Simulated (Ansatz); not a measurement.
A made-up structure of CH₂AlO, doublet:

```
5
angstrom
O 0.2639 -1.3139 2.2270
C 0.1334 -0.6630 1.1237
Al -0.0863 0.4281 -0.7252
H -1.4872 -0.0833 -1.6612
H 1.1762 1.6321 -0.9644
```

It is relaxed with PBE-D4/def2-SVP and then PBE0-D4/def2-TZVP (Ansatz 0.2.0). Atoms count as bonded within 1.22 times the sum of their covalent radii (H–H: 0.88 Å). The end point is not checked to be a true minimum.

Does its bonding change? (Judge from chemistry; the calculation decides.)

By the calculation: No: no bond forms or breaks.

Where it ends: The first stage lowers the energy by 1.15 eV in 5 steps. It ends as CH₂AlO ([O][C][AlH2]):
```xyz
5
angstrom
O 0.2356 -1.1730 1.9883
C 0.1190 -0.5920 1.0032
Al -0.0770 0.3826 -0.6479
H -1.3281 -0.0748 -1.4828
H 1.0505 1.4573 -0.8608
```

Labels in which every atom is bracketed show which atoms are joined, not bond orders.

For scale, one of the runs: PBE0-D4/def2-TZVP relaxation, 111 basis functions, launched by `ansatz run in.yaml --threads 2 --pin off --events-out ev --progress --plain --max-ram 4352MiB`. The run took about 11 s on 2 CPU threads of an Arm Neoverse V1 (shared host).
